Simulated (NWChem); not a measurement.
System: butadiene (C4H6); SMILES C=CC=C

```xyz
10

C     -0.1184     1.8470     0.0000
C      0.3968     0.6096     0.0000
C     -0.3968    -0.6096     0.0000
C      0.1184    -1.8470     0.0000
H     -1.2006     2.0119     0.0000
H      0.5204     2.7333     0.0000
H      1.4862     0.4817     0.0000
H     -1.4862    -0.4817     0.0000
H     -0.5204    -2.7333     0.0000
H      1.2006    -2.0119     0.0000
```
Atoms are numbered in this order, from 1.

Program: NWChem. Geometry: optimised at PBE0/def2-SVP.

For level BLYP/def2-SVP:

highest occupied level (eV): -5.51
orbital gap (eV): 4.00

Question: How do the values read with level B3LYP/def2-SVP instead?

Answer: 
* **highest occupied level (eV)**: -6.49
* **orbital gap (eV)**: 5.57
